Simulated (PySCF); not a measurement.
## Assigning NMR signals

Cartesian coordinates in Å; atom numbers follow the order of the lines, from 1:
```xyz
9

O    -1.3975   -0.7427    0.3051
C    -0.3984    0.1996    0.5474
C     0.8069   -0.0003   -0.3481
F     0.4523    0.0663   -1.6438
F     1.7180    0.9535   -0.1284
F     1.3949   -1.1806   -0.1601
H    -1.7104   -0.6368   -0.5980
H    -0.0698    0.0793    1.5805
H    -0.7366    1.2338    0.4077
```

- J: B3LYP/pcJ-2
- geometry from PBE0-D3(BJ)/def2-TZVP
- GIAO B97-2/pcSseg-2 shieldings
- program: PySCF 2.14
- in vacuum, rapidly exchanging positions averaged, one conformer, no relativistic terms

References, each an isolated molecule treated in the same way: 13C (σ = 185.38 ppm) and 1H (σ = 31.64 ppm) vs TMS.

**Question.** Assign these signals to the numbered atoms. 13C{1H} NMR (computed): δ 135.9 (q, J = 351.8 Hz), 67.3 (q, J = 36.5 Hz).

**Answer.** 
135.9 → C3, CF3 carbon: 3 electronegative neighbours deshield it
67.3 → C2, sp3 CH2 bonded to O: the inductive effect lowers its shielding

**Question.** Assign these signals to the numbered atoms. 1H NMR (400 MHz, computed): δ 3.84 (q, J = 8.2 Hz, 2H), 0.99 (br s, 1H).

**Answer.** 
```tsv
δ (ppm)	atoms	environment	reason
3.84	H8/H9	hydrogen on an sp3 CH2 bonded to O	its carbon carries O, an electronegative neighbour
0.99	H7	hydrogen on an alcohol oxygen	exchangeable, gas-phase position
```

The OH or NH signal is concentration- and solvent-dependent in practice; the value given is the gas-phase one. Common functionals overestimate the size of one-bond C–F couplings by tens of Hz; these are unscaled. Splittings below 1 Hz are ignored in the labels, and close J values are merged. Shifts are as computed. Against solution values, carbons near 30 ppm lie about +3 ppm off and those near 130 ppm about +7 ppm. Of 1211 compounds with measured shifts, 218 miss one by over three times the rms of a fit or turn the order of signals round; such compounds aren't used in these exercises. Couplings to exchangeable protons are dropped.
